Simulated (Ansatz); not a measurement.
Geometry optimisation, UKS revPBE-D4/cc-pVDZ (Ansatz).

input.yaml

```yaml
crystal:
  periodic: [false, false, false]
  atoms:
    - { symbol: B, position_ang: [0.0, 0.0, 0.0] }
    - { symbol: F, position_ang: [0.0, 0.0, 1.57] }
    - { symbol: H, position_ang: [1.0305, 0.0, -0.595] }
    - { symbol: H, position_ang: [-1.0305, 0.0, -0.595] }
    - { symbol: "N", position_ang: [0.0, 0.0, 3.15] }
    - { symbol: H, position_ang: [-0.496, -0.7725, 3.68] }
    - { symbol: H, position_ang: [0.496, 0.7725, 3.68] }
magnetization:
  spin_polarized: true
  initial_magnetization: 1
basis:
  gaussian: { orbitals: cc-pVDZ }
hamiltonian:
  xc: revpbe
  dispersion: d4
relax:
  f_tol: 0.15
  max_steps: 25
  restrain:
    - { distance: [1, 4], at: 2.48, k: 30.0 }
    - { distance: [0, 1], at: 1.32, k: 30.0 }
output:
  orbitals: {}
```

Launched with:

```bash
$ ansatz run input.yaml --threads 1 --pin off --max-ram 2048MiB --backend cpu --events-out ev --progress --plain --runs-dir out
```

Question: Where does it end, and by what steps?

Answer: It converged. The restraints hold the end off the free minimum. After 8 steps the energy has fallen by 4.205 eV (the restraints' own energy left out); N5 moved furthest, 0.71 Å. The start is strongly strained (largest force component 9 eV/Å).

```
step  energy less start (eV)  largest force component (eV/Å)  accepted
   0                  0.0000                           8.632       yes
   1                 -2.0624                           6.677       yes
   2                 -2.5968                           2.141       yes
   3                 -3.1469                           2.527       yes
   4                 -3.9074                           0.692       yes
   5                 -4.0973                           1.366       yes
   6                 -4.1571                           0.954       yes
   7                 -4.1996                           0.418       yes
   8                 -4.2046                           0.514       yes
```

```xyz
7
Properties=species:S:1:pos:R:3
B -0.021 0.019 -0.094
F -0.042 0.087 1.240
H 1.064 0.064 -0.643
H -1.093 -0.087 -0.663
N 0.382 -0.311 3.662
H -0.648 -0.507 3.692
H 0.357 0.736 3.696
```

The run took 27 s on 1 thread of Arm Neoverse V2, on a shared host, peak memory 0.15 GiB.
